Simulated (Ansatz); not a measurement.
Geometry optimisation, UKS CAM-B3LYP/cc-pVDZ in Ansatz 0.2.0.

input.yaml

```yaml
crystal:
  periodic: [false, false, false]
  atoms:
    - { symbol: Li, position_ang: [-1.18019, 0.94943, -0.55826] }
    - { symbol: O, position_ang: [0.1002, -0.07946, 0.0468] }
    - { symbol: H, position_ang: [0.80858, 0.14089, 0.66996] }
    - { symbol: H, position_ang: [0.2714, -1.01086, -0.1585] }
total_charge: 1
magnetization:
  spin_polarized: true
basis:
  gaussian: { orbitals: cc-pVDZ }
hamiltonian:
  xc: cam_b3lyp
relax:
  f_tol: 0.02
  max_steps: 40
```

Command:

```bash
$ ansatz run input.yaml --threads 1 --pin off --max-ram 2048MiB --backend cpu --events-out ev --progress --plain --runs-dir out
```

Where does it end, and by what steps?

It converged. Limits of this set-up: the dipole of an ion depends on the origin. After 3 steps the energy has fallen by 0.028 eV; Li1 moved furthest, 0.05 Å.

| step | energy less start (eV) | largest force component (eV/Å) | accepted |
| --- | --- | --- | --- |
| 0 | 0.0000 | 0.472 | yes |
| 1 | -0.0187 | 0.358 | yes |
| 2 | -0.0282 | 0.065 | yes |
| 3 | -0.0283 | 0.001 | yes |

```xyz
4
Properties=species:S:1:pos:R:3
Li -1.219 0.982 -0.577
O 0.119 -0.096 0.056
H 0.823 0.144 0.682
H 0.277 -1.030 -0.161
```

Whether the end is a true minimum wasn't checked by a vibrational analysis.

Run time: 5 s on 1 thread of Intel(R) Xeon(R) Platinum 8375C CPU @ 2.90GHz (Ice Lake), with other jobs on the host, peak memory 0.14 GiB.
